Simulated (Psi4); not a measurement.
Process, species as SMILES: N#N (N2) + 3 [H][H] (H2) → 2 N (NH3)
B3LYP-D3(BJ)/def2-TZVP geometries, fixed; electronic energies without zero-point terms.

Energies in hartree at MP2 with Psi4; the energy of full hydrogenation is their sum with the coefficients shown, times 627.509 kcal/mol a hartree. All functions are spherical. Density fitting with the program's default auxiliary sets. Cores are frozen. No added dispersion term, no relativity.

```
species      coefficient          part     cc-pVDZ     cc-pVTZ     cc-pVQZ
-----------  -----------  ------------  ----------  ----------  ----------
N#N (N2)              -1  Hartree-Fock  -108.95461  -108.98453  -108.99232
N#N (N2)              -1   correlation    -0.30438    -0.37179    -0.39692
[H][H] (H2)           -3  Hartree-Fock    -1.12874    -1.13293    -1.13342
[H][H] (H2)           -3   correlation    -0.02640    -0.03169    -0.03312
N (NH3)               +2  Hartree-Fock   -56.19546   -56.21774   -56.22299
N (NH3)               +2   correlation    -0.18627    -0.23505    -0.25154
```

**Question.** Predict the energy of full hydrogenation in cc-pV5Z (X = 5): let each Hartree-Fock step shrink by the ratio of the last two, and fit each correlation energy at X = 3 and 4 to E + A/X^3. Compare with the run.

**Answer.** 
- N#N (N2): steps -0.02992 and -0.00779, ratio 0.260, so Hartree-Fock -108.99435 (run: -108.99402); A = (-0.37179 - (-0.39692))/(1/27 - 1/64) = 1.1736, correlation -0.39692 - A/64 + A/125 = -0.40587 (run: -0.40733).
- [H][H] (H2): steps -0.00419 and -0.00049, ratio 0.117, so Hartree-Fock -1.13348 (run: -1.13357); A = (-0.03169 - (-0.03312))/(1/27 - 1/64) = 0.0668, correlation -0.03312 - A/64 + A/125 = -0.03363 (run: -0.03366).
- N (NH3): steps -0.02228 and -0.00525, ratio 0.236, so Hartree-Fock -56.22423 (run: -56.22463); A = (-0.23505 - (-0.25154))/(1/27 - 1/64) = 0.7701, correlation -0.25154 - A/64 + A/125 = -0.25741 (run: -0.25797).
Predicted -38.74 kcal/mol; the run in cc-pV5Z gives -39.01, a miss of 0.27. Keeping the value in cc-pVQZ, -37.78, would miss by 1.23. All sums are of the energies as printed.
